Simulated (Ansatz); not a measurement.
`CC(O)(O)S` → `CS(C)(=O)=O`  (isomerisation)

Computed with Ansatz on PBE0-D4/def2-TZVP structures; ΔE is electronic, products minus reactants. CCSD(T)/CBS adds triple-zeta CCSD(T) − MP2 to the extrapolated MP2 energy (def2 sets, frozen cores). Functionals use def2-TZVPP. Each species was taken in one conformer, which may not be the lowest.

```json
{"level": "r2SCANh-D4", "ΔE (eV)": "0.20"}
{"level": "revPBE", "ΔE (eV)": "0.23"}
```

**Question.** What does CCSD(T)/CBS give? (An estimate is asked.)

**Answer.** Ansatz gave: +0.40 eV. The listed levels differ from it by -0.20, -0.17 eV.

Largest T1 diagnostic among the species: 0.015.

From r2SCAN to r2SCAN0 (25 % exact exchange), in def2-TZVPP and without D4, ΔE moves by +0.12 eV. At CCSD(T), def2-SVP lies +1.93 eV from the extrapolated value and def2-TZVPP +0.20 eV. In def2-TZVPP, CCSD(T) changes the Hartree–Fock value by −0.04 eV (the triples alone add −0.05 eV) and MP2 by −0.29 eV.
